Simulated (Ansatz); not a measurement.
Born–Oppenheimer molecular dynamics of C3H4F2O (10 atoms, charge 0, multiplicity 1). It goes on from the last frame of an earlier run, with new velocities.

All numbers below come from UKS PBE-D4/STO-3G in Ansatz 0.2.0.

* ensemble: NVE (velocity Verlet)
* time step: 0.5 fs
* steps asked: 243
* starting velocities drawn for: 300 K
* seed: 536192

First frame:

```xyz
10
Properties=species:S:1:pos:R:3
F -1.388 -1.487 1.272
C -0.395 -0.334 1.312
C 0.425 -0.197 -0.092
O 1.181 1.135 -0.466
C -0.024 0.791 -1.264
F 0.178 0.392 -2.711
H -0.897 0.716 1.278
H 0.611 -0.555 2.396
H 0.698 -1.035 -0.577
H -1.035 1.358 -1.121
```

Task: What does the run give?

Result: All steps were run.

```json
{
 "steps done": "243",
 "time covered": "121.5 fs",
 "mean temperature over the second half": "1500 K",
 "spread of the potential energy over the second half": "36.1 meV per atom",
 "mean potential energy of the second half above the start": "-125.3 meV per atom"
}
```

The conserved energy stayed within 3.3 meV per atom of its start (net change -0.39 meV per atom), so there is no drift, though single steps change it by up to 28 meV in the whole system, a sign of fast motions only just resolved. The system heated up, since it started high on the potential surface and ran downhill. A run of 0.12 ps of so small a system gives no equilibrium averages. Limits of this set-up: minimal basis.

Task: What happens to the structure?

Result: Joined: C2–H8 1.50 → 1.00 Å. It ends as one piece, C3H4F2O. Pairs count as bonded within 1.25 times the sum of covalent radii (0.12 Å more for H–H). Another seed would give other details.

Task: How do temperature and energy run in time?

Result: 
```json
{"time (fs)": "0.0", "T (K)": "300", "potential energy less start (eV)": "0.000", "conserved less start (meV/atom)": "0.00"}
{"time (fs)": "6.0", "T (K)": "920", "potential energy less start (eV)": "-0.627", "conserved less start (meV/atom)": "1.46"}
{"time (fs)": "12.0", "T (K)": "991", "potential energy less start (eV)": "-0.722", "conserved less start (meV/atom)": "-0.78"}
{"time (fs)": "18.0", "T (K)": "950", "potential energy less start (eV)": "-0.661", "conserved less start (meV/atom)": "1.14"}
{"time (fs)": "24.0", "T (K)": "1126", "potential energy less start (eV)": "-0.861", "conserved less start (meV/atom)": "-0.68"}
{"time (fs)": "30.0", "T (K)": "1086", "potential energy less start (eV)": "-0.808", "conserved less start (meV/atom)": "0.44"}
{"time (fs)": "36.0", "T (K)": "1025", "potential energy less start (eV)": "-0.755", "conserved less start (meV/atom)": "-0.52"}
{"time (fs)": "42.0", "T (K)": "847", "potential energy less start (eV)": "-0.555", "conserved less start (meV/atom)": "1.07"}
{"time (fs)": "48.0", "T (K)": "1056", "potential energy less start (eV)": "-0.787", "conserved less start (meV/atom)": "-0.47"}
{"time (fs)": "54.0", "T (K)": "1375", "potential energy less start (eV)": "-1.120", "conserved less start (meV/atom)": "-0.84"}
{"time (fs)": "60.0", "T (K)": "1124", "potential energy less start (eV)": "-0.859", "conserved less start (meV/atom)": "-0.72"}
{"time (fs)": "66.0", "T (K)": "1869", "potential energy less start (eV)": "-1.643", "conserved less start (meV/atom)": "-2.10"}
{"time (fs)": "72.0", "T (K)": "1195", "potential energy less start (eV)": "-0.936", "conserved less start (meV/atom)": "-0.98"}
{"time (fs)": "78.0", "T (K)": "1658", "potential energy less start (eV)": "-1.425", "conserved less start (meV/atom)": "-2.05"}
{"time (fs)": "84.0", "T (K)": "1409", "potential energy less start (eV)": "-1.152", "conserved less start (meV/atom)": "-0.54"}
{"time (fs)": "90.0", "T (K)": "1677", "potential energy less start (eV)": "-1.442", "conserved less start (meV/atom)": "-1.84"}
{"time (fs)": "96.0", "T (K)": "1888", "potential energy less start (eV)": "-1.657", "conserved less start (meV/atom)": "-1.50"}
{"time (fs)": "102.0", "T (K)": "1953", "potential energy less start (eV)": "-1.726", "conserved less start (meV/atom)": "-1.74"}
{"time (fs)": "108.0", "T (K)": "2043", "potential energy less start (eV)": "-1.820", "conserved less start (meV/atom)": "-1.76"}
{"time (fs)": "114.0", "T (K)": "1511", "potential energy less start (eV)": "-1.263", "conserved less start (meV/atom)": "-1.14"}
{"time (fs)": "120.0", "T (K)": "1809", "potential energy less start (eV)": "-1.578", "conserved less start (meV/atom)": "-1.74"}
```

Run time: 9.4 min on 1 CPU thread of a shared host.
